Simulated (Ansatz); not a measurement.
NaF (rock salt): values from a third-order Birch-Murnaghan fit to a volume scan beside measured ones. Computed values: PBE (plane waves to 420 eV, PAW, scalar-relativistic; Ansatz, a program for electronic structure). NaF was relaxed with its symmetry unable to fall.

```json
[
 {"quantity": "Lattice constant a (Å)", "reference": "4.582", "kind": "measured, corrected to the static lattice", "PBE": "4.701", "difference": "+2.6 %"},
 {"quantity": "Bulk modulus B₀ (GPa)", "reference": "53.1", "kind": "measured, corrected to the static lattice", "PBE": "44.8", "difference": "-15.6 %"}
]
```

PBE overestimates the lattice constant a by 2.6 %. PBE underestimates the bulk modulus B₀ by 15.6 %.

References as given in: Daniel Mejia-Rodriguez, S. B. Trickey, Physical Review B (2018), arXiv:1807.09216.

(A scan under strain: stresses follow from slopes of the energy per volume, elastic moduli from its curvatures.)
